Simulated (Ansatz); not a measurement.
# H4S2Si: the cost of one run

Program: Ansatz 0.2.0. Level of theory: RKS PBE-D4/def2-TZVP. These are calculated values, not measurements.

### Step 1. Starting point

Bond lengths: Si1–S2 2.524 Å, Si1–S3 2.058 Å, Si1–H5 1.450 Å, Si1–H6 1.454 Å, S2–H7 1.327 Å. Angles: Si1–S2–H7 95.0°, S2–Si1–S3 89.4°, S2–Si1–H5 99.9°, S2–Si1–H6 100.1°, S3–Si1–H5 122.5°, S3–Si1–H6 121.7°, H5–Si1–H6 112.3°.

Structure file:

```xyz
7

Si   -0.5469   -0.2960    0.7717
S     1.1463   -0.4433   -1.0937
S    -1.6033    1.0864   -0.3275
H    -0.2395    0.6508   -1.4050
H    -0.9420   -1.6889    0.8593
H     0.3172    0.1022    1.8712
H     1.8683    0.5888   -0.6759
```

### Step 2. A restrained relaxation towards end A

Springs on the bonds that form and break draw the guess towards this end; the thresholds are loose.

The input, input.yaml:

```yaml
crystal:
  periodic: [false, false, false]
  atoms:
    - { symbol: Si, position_ang: [-0.5469, -0.296, 0.7717] }
    - { symbol: S, position_ang: [1.1463, -0.4433, -1.0937] }
    - { symbol: S, position_ang: [-1.6033, 1.0864, -0.3275] }
    - { symbol: H, position_ang: [-0.2395, 0.6508, -1.405] }
    - { symbol: H, position_ang: [-0.942, -1.6889, 0.8593] }
    - { symbol: H, position_ang: [0.3172, 0.1022, 1.8712] }
    - { symbol: H, position_ang: [1.8683, 0.5888, -0.6759] }
basis:
  gaussian: { orbitals: def2-TZVP }
hamiltonian:
  xc: pbe
  dispersion: d4
relax:
  f_tol: 0.15
  max_steps: 25
  restrain:
    - { distance: [3, 1], at: 2.66, k: 30.0 }
    - { distance: [0, 1], at: 2.16, k: 30.0 }
    - { distance: [3, 2], at: 1.36, k: 30.0 }
```

Run with:

```bash
$ ansatz run input.yaml --threads 4 --pin off --max-ram 5120MiB --backend cpu --events-out ev --progress --plain --runs-dir out
```

Q: Estimate wall time and peak memory on 4 threads of Arm Neoverse N1, shared host.

About 13 s, with a peak of 0.17 GiB.
